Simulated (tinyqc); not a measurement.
Worked calculation: MP2 on RHF in the sto-3g basis, for H2F+, spin multiplicity 1. One step of it, computed by the program tinyqc.

Task: Orthogonalisation. S = U s U^T; symmetric (Loewdin) form X = U s^(-1/2) U^T, so that X^T S X = 1.

overlap S:
```
           1F 1s     1F 2s    1F 2px     1F 2py    1F 2pz     2H 1s      3H 1s
1F 1s   1.000000  0.237990  0.000000   0.000000  0.000000  0.044869   0.050040
1F 2s   0.237990  1.000000  0.000000   0.000000  0.000000  0.421810   0.452075
1F 2px  0.000000  0.000000  1.000000   0.000000  0.000000  0.000000   0.000000
1F 2py  0.000000  0.000000  0.000000   1.000000  0.000000  0.283452  -0.296936
1F 2pz  0.000000  0.000000  0.000000   0.000000  1.000000  0.178249   0.186931
2H 1s   0.044869  0.421810  0.000000   0.283452  0.178249  1.000000   0.227637
3H 1s   0.050040  0.452075  0.000000  -0.296936  0.186931  0.227637   1.000000
```

Give: eigenvalues of S; X.

Result:

eigenvalues of S: 0.4018  0.4648  0.9037  1.0000  1.0788  1.3117  1.8391

X:
```
          1F 1s    1F 2s  1F 2px   1F 2py   1F 2pz    2H 1s    3H 1s
1F 1s    1.0241  -0.1404  0.0000   0.0007  -0.0069   0.0191   0.0205
1F 2s   -0.1404   1.1982  0.0000  -0.0101   0.0719  -0.2379  -0.2690
1F 2px   0.0000   0.0000  1.0000   0.0000   0.0000   0.0000   0.0000
1F 2py   0.0007  -0.0101  0.0000   1.0934  -0.0035  -0.1980   0.2119
1F 2pz  -0.0069   0.0719  0.0000  -0.0035   1.0294  -0.0990  -0.1090
2H 1s    0.0191  -0.2379  0.0000  -0.1980  -0.0990   1.1499  -0.0923
3H 1s    0.0205  -0.2690  0.0000   0.2119  -0.1090  -0.0923   1.1745
```
